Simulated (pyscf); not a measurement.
Single points on ωB97X-D3(BJ)/def2-SVP structures (PySCF, gas phase). MP2 and CC: frozen core, UHF for open shells. ΔMP2 is the change of the MP2 total energy from the triple- to the quadruple-zeta basis.

Task: Estimate the classical barrier height and the reaction energy of HO–GaH–F -> HO–Ga [singlet] + hydrogen fluoride (HF) at CCSD(T)/def2-TZVPP + ΔMP2(QZVPP). The step runs on the singlet surface, breaks F–Ga, Ga–H and forms F–H; take the reactant's lowest minimum found as zero.

Result: ΔE‡ = 239.6 kJ/mol, ΔE = +100.0 kJ/mol. Zero-point energy shifts the barrier by -8.1 kJ/mol. It is a 1,1-elimination, with an imaginary mode of 1363i cm⁻¹. On the reactant side the descent ends in a point that may be a rotor saddle (no frequency run), 7.1 kJ/mol over the lowest minimum found and 238.5 kJ/mol under the saddle at ωB97X-D3(BJ)/def2-TZVP. This is the saddle that the search found; another between the same sides may lie lower. The CCSD(T) − MP2 part came from Ansatz, without density fitting, on the same reference. The frozen core leaves the outer d or s,p core shells of the metals and heavy elements correlated in the MP2 and CC values, and def2-TZVPP describes them poorly, which can shift differences by a few kcal/mol. Elements up to Kr have no core potential and no relativistic terms here.
